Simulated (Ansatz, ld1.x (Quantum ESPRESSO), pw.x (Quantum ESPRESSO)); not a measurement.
# vanadium (V): one change to the PAW potential, in the atom and in the sc crystal

ld1.x (Quantum ESPRESSO) 7.5 input, shortened:

```
&input
   title='V', zed=23., rel=1, dft='PBESOL', iswitch=3,
   config='[Ar] 3d3 4s2 4p0'
 /
 &inputp
   pseudotype=3, lpaw=.true., tm=.true., lloc=-2, rcloc=1.55,
   nlcc=.true., new_core_ps=.true., rcore=1.00,
   which_augfun='BESSEL', rmatch_augfun=1.05
 /
6
3S  1  0   2.00   0.00  1.25  1.35  0.0
4S  2  0   2.00   0.00  1.25  1.35  0.0
3P  2  1   6.00   0.00  1.60  2.05  0.0
4P  3  1   0.00   0.00  1.60  2.05  0.0
3D  3  2   3.00   0.00  1.60  2.05  0.0
3D  3  2   0.00   2.90  1.60  2.05  0.0
 &test
   configts(1)='3s2 3p6 3d3 4s2 4p0'
 /
```

Change: all radii but the core radius scaled by about 0.97 (s 1.30, p 1.98, d 1.98 bohr, rcut 1.22/1.56/1.56); local potential all-electron potential smoothed inside 1.50 bohr (lloc = -2); augmentation BESSEL, radius 1.02 bohr.

Cutoffs, loose and tight: the cutoffs (Ry, on a coarse ladder) from which the occupation-weighted sum of valence levels, in a spherical-Bessel basis at the reference potential, stays within 10 and 1 mRy of its value at 400 Ry. They do not see the model core or the augmentation charge, which bear on the density cutoff. Test errors are all-electron minus pseudo excitation energies from the reference, over the configurations 3s2 3p6 3d3 4s1 4p0; 3s2 3p6 3d3 4s0 4p0; 3s2 3p6 3d2 4s0 4p0; 3s2 3p6 3d3.5 4s1.5 4p0; 3s2 3p6 3d2 4s2 4p1; 3s2 3p6 3d4 4s0 4p0; 3s2 3p6 3d3 4s0 4p2; variants that change the core or the reference have their own tests.

Crystal test: sc V in pw.x 7.5, no spin, 14³ k-points, Fermi–Dirac smearing 0.01 Ry, cutoffs set for each file from its atomic test. The reference is all-electron LAPW (Ansatz 0.2.0) with the same functional, mesh and smearing; V0 and B0 come from Birch–Murnaghan fits to the pressures at five volumes. Errors are pseudo minus all-electron; Δ is the rms difference of the E(V) curves that follow from these fits, minima aligned, over ±6 % about the mean V0. Mesh and smearing are coarse, so the numbers serve the comparison and aren't converged zero-temperature values; the lattice is a test structure that the element need not adopt.

All-electron: a0 = 2.414 Å (V0 = 14.08 Å³/atom), B0 = 146.8 GPa.

Q: Does the change bring the crystal closer to the all-electron result?

A: The mean pressure error goes from +3.61 to +2.84 GPa, so the change moves the solid closer to the all-electron pressures.

| quantity | base | changed |
| --- | --- | --- |
| outcome (atom) | generated | generated |
| cutoff, loose (atom) | 30 Ry | 30 Ry |
| cutoff, tight (atom) | 50 Ry | 50 Ry |
| bound ghosts (atom) | none | none |
| largest test error (meV) (atom) | +7.6 over the solved tests; 1 of 7 tests not solved or not reliable | +66 |
| cutoffs in pw.x (Ry) | 60/480 | 60/480 |
| a0 (Å) | 2.433 | 2.429 |
| a0 error (%) | +0.77 | +0.60 |
| B0 error (%) | -2.1 | +1.1 |
| Δ (meV/atom) | 10.5 | 8.2 |
| mean pressure error (GPa) | +3.61 | +2.84 |

Base: This is a poor potential for the solid. Atomic configuration tests: 1 of 7 tests not solved or not reliable. Changed file: This is a poor potential for the solid. The atomic cutoffs weigh occupied waves only.
